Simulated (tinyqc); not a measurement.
Pariser-Parr-Pople SCF with singles CI, for the molecule c1ccccc1 (SMILES; centres numbered as the heavy atoms are written), step by step. One step of it, computed by the program tinyqc.

Problem. Singles CI, triplets. Over the 6 single excitations with the smallest orbital gaps: A = (e_a - e_i) delta - (ij|ab), with (pq|rs) = sum c_mp c_mq gamma_mn c_nr c_ns.

orbital energies (eV): [-13.352711, -10.353475, -10.353179, -0.836820, -0.836525, 2.162711]

coefficients, order 1C, 2C, 3C, 4C, 5C, 6C:
```
[[0.408260, 0.577342, 0.000000, 0.000000, 0.577342, 0.408260],
 [0.408242, 0.288683, 0.500000, 0.500000, -0.288683, -0.408242],
 [0.408242, -0.288683, 0.500000, -0.500000, -0.288683, 0.408242],
 [0.408260, -0.577342, 0.000000, 0.000000, 0.577342, -0.408260],
 [0.408242, -0.288683, -0.500000, 0.500000, -0.288683, 0.408242],
 [0.408242, 0.288683, -0.500000, -0.500000, -0.288683, -0.408242]]
```

repulsion gamma_rs (eV), order 1C, 2C, 3C, 4C, 5C, 6C:
```
[[11.130000, 5.346287, 3.872515, 3.517455, 3.872515, 5.346287],
 [5.346287, 11.130000, 5.345539, 3.872515, 3.518103, 3.873196],
 [3.872515, 5.345539, 11.130000, 5.346287, 3.873196, 3.518103],
 [3.517455, 3.872515, 5.346287, 11.130000, 5.346287, 3.872515],
 [3.872515, 3.518103, 3.873196, 5.346287, 11.130000, 5.345539],
 [5.346287, 3.873196, 3.518103, 3.872515, 5.345539, 11.130000]]
```

Give: triplet CI matrix; triplet excitation energies.

Solution.

triplet CI matrix (eV), order 3>4, 3>5, 2>4, 2>5, 3>6, 1>4:
```
[[3.550, 0.000, 0.000, 0.452, 0.000, 0.000],
 [0.000, 4.455, 0.452, 0.000, 0.000, 0.000],
 [0.000, 0.452, 4.455, 0.000, 0.000, 0.000],
 [0.452, 0.000, 0.000, 3.550, 0.000, 0.000],
 [0.000, 0.000, 0.000, 0.000, 7.002, 1.514],
 [0.000, 0.000, 0.000, 0.000, 1.514, 7.002]]
```

triplet excitation energies (eV): [3.098, 4.002, 4.003, 4.907, 5.488, 8.516]
